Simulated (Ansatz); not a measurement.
## Scan of [CH$_{3}$···H···Br], doublet

Starting geometry:

```xyz
6

C    -2.5126    0.0000    0.0000
H    -2.8758    1.0273    0.0000
H    -2.8758   -0.5137    0.8897
H    -2.8758   -0.5137   -0.8897
H    -1.4229    0.0000    0.0000
Br    0.5044    0.0000    0.0000
```

From there atom H5 is moved from one fragment to the other while all else, the fragments' distance too, stays fixed; atoms are numbered as listed. Energies are in kcal/mol, counted from the starting geometry at the same level.

Basis cc-pVDZ; Ansatz 0.2.0. Only valence electrons are correlated (noble-gas cores and the filled d shells of p-block atoms frozen). R marks a restricted (for open shells ROHF) determinant, U an unrestricted one. Active spaces: valence = (15e, 12o) chosen from the atoms' valence shells. No spin–orbit coupling is included, and no scalar relativity.

For open shells CISD is restricted-active-space CI with the open shells as a complete middle space. Runs in a small pair space aren't shown, since their orbitals change along the scan.

Full CI isn't at hand for all of this; UCCSDT(Q) serves as the reference, and is uncertain by the last step of the cluster series or more. The frozen core follows each run's orbitals, which can shift R against U totals by a few meV for light atoms and by up to 0.1 eV past Ca.

```
distance C1-H5 (Å)  UCCSDT(Q)  error RHF  error CISD  error RCCSD  error RCCSD(T)  error NEVPT2 (valence space)  error MRCISD (valence space)
             1.090        0.0        0.0         0.0          0.0             0.0                           0.0                           0.0
             1.146        0.7        1.7         0.5          0.2             0.0                          -0.2                           0.1
             1.260        5.9        5.7         1.8          0.6             0.1                          -0.8                           0.3
             1.373       12.0        8.4         2.5          1.0             0.1                          -1.5                           0.4
             1.487       16.6        5.3         2.3          0.8             0.1                          -1.9                           0.4
```

Errors are those of relative energies. In total energy the starting point itself misses UCCSDT(Q) by: RHF 194.1, CISD 20.4, RCCSD 4.1, RCCSD(T) 0.6, NEVPT2 (valence space) 34.5, MRCISD (valence space) 11.2 kcal/mol.

Spread of the error over the points with a reference, to 1.487 Å (largest less smallest): RCCSD(T) 0.1, MRCISD (valence space) 0.4, RCCSD 1.0, NEVPT2 (valence space) 1.9, CISD 2.5, RHF 8.4 kcal/mol.
